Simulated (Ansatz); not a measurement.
```yaml
crystal:
  periodic: [false, false, false]
  atoms:
    - {symbol: C, position_ang: [-0.462299, 1.626509, -0.106027]}
    - {symbol: C, position_ang: [-0.202903, 0.334755, -0.032411]}
    - {symbol: C, position_ang: [0.147143, -0.859263, 0.039092]}
    - {symbol: O, position_ang: [1.303829, -1.345183, 0.533560]}
    - {symbol: Cl, position_ang: [-0.864653, -2.077388, -0.693021]}
    - {symbol: H, position_ang: [-0.234734, 2.368221, -0.899014]}
    - {symbol: D, position_ang: [-1.130327, 1.998152, 0.690525]}
    - {symbol: H, position_ang: [1.568308, -2.262423, 0.065163]}
basis:
  gaussian: {orbitals: aug-cc-pVDZ}
hamiltonian: {xc: {name: BLYP}}
```

```sh
$ ansatz run in.yaml --threads 2 --pin off --events-out ev --progress --plain --max-ram 4352MiB
```

It prints (some lines left out):

```
Error: YAML parse error: error: line 10 column 16: `D` is not an element symbol (H … Og, case-exact)
 8 |     - {symbol: Cl, position_ang: [-0.864653, -2.077388, -0.693021]}
 9 |     - {symbol: H, position_ang: [-0.234734, 2.368221, -0.899014]}
10 |     - {symbol: D, position_ang: [-1.130327, 1.998152, 0.690525]}
11 |     - {symbol: H, position_ang: [1.568308, -2.262423, 0.065163]}
12 | basis:
```

Question: What is wrong with this run?

Answer: An element symbol is wrong. The input was rejected before any iteration.
